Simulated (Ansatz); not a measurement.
**NaO+ (singlet): the correlation ladder at distance O1–Na2 = 3.481 Å, cc-pVDZ**

One table from this session's results is given with a row withheld; the runs are named, their logs left out.

Program: Ansatz 0.2.0, Gaussian basis. Level of theory: cc-pVDZ, core rule «outside noble gas», up to 6 orbitals frozen. These are calculated values, not measurements.

Plan: UHF; CCSD(T) on RHF; CCSD(T) on UHF; BCCD(T) on RHF; CISD; CCSDT(Q) on RHF; CCSDT(Q) on UHF; CCSDTQ on RHF; CASSCF and MRCISD+Q, 2 electrons in 2 orbitals; CASSCF and NEVPT2, 2 electrons in 2 orbitals; Full CI.

69 further runs of the same task are left out: 45 for a known fault of the program, 18 that didn't finish, 6 set aside as unsound or not needed. Runs told in other sessions of the task aren't counted.

**The system**

The geometry derives from a PBE0/def2-TZVP stationary point (not a proven minimum). One bond is set to the value named and the two fragments are kept rigid.

2 atoms, charge 1, spin multiplicity 1.

Atoms are counted from 1 here; the program's logs count them from 0.

No contacts short enough for the rule that draws bonds.

Geometry (Å):

```xyz
2
NaO
O     0.0000    0.0000    0.0000
Na    0.0000    0.0000    3.4810
```

Set-up of the first run:

in.yaml reads:

```yaml
crystal:
  periodic: [false, false, false]
  atoms:
    - {symbol: O, position_ang: [0.000000, 0.000000, 0.000000]}
    - {symbol: Na, position_ang: [0.000000, 0.000000, 3.481000]}
basis:
  gaussian: {orbitals: cc-pVDZ}
total_charge: 1
magnetization: {spin_polarized: true, initial_magnetization: 0}
hamiltonian: {xc: hf}
output: {orbitals: {seedname: orbitals}}
```

Started as:

```
> ansatz run in.yaml --threads 1 --pin off --events-out ev --progress --plain --max-ram 2393MiB
```

Among the steps run: UHF; CCSD(T) on RHF; CCSD(T) on UHF; BCCD(T) on RHF; CISD; CCSDT(Q) on RHF; CCSDT(Q) on UHF; CCSDTQ on RHF; CASSCF and MRCISD+Q, 2 electrons in 2 orbitals; CASSCF and NEVPT2, 2 electrons in 2 orbitals; Full CI.

One table of the session follows, with a row left open; its other results are not shown here.

```
       method  from FCI (meV)
          RHF         +4562.4
         RMP2         +1288.8
         CISD          +566.6
        RCCSD          +361.5
     RCCSD(T)          +166.9
      BCCD(T)          +167.1
       RCCSDT            +6.4
    RCCSDT(Q)            -2.1
      RCCSDTQ            +0.4
  CASSCF pair         +3465.2
  NEVPT2 pair          +400.3
  MRCISD pair           +88.8
MRCISD+Q pair               ?
          FCI               0
```

Q: Estimate the row for MRCISD+Q pair from the others.

**Answer.** from FCI (meV): -16.8. In the column «from FCI (meV)» it is the lowest.

Left out of the table: UHF, UMP2, UCCSD, UCCSD(T), UCCSDT, UCCSDT(Q) (another determinant or state than the rows shown). UCCSDT(Q) lies 2.18 eV below the table's zero, so the state tabled may not be the lowest.

Limits of these values: The report flags that the cluster equations may have other roots. The program flags RCCSDT(Q), RCCSDTQ as in doubt, so those rows may rest on another solution. RCCSDT(Q), MRCISD+Q pair fall below full CI, which methods that aren't variational can do.
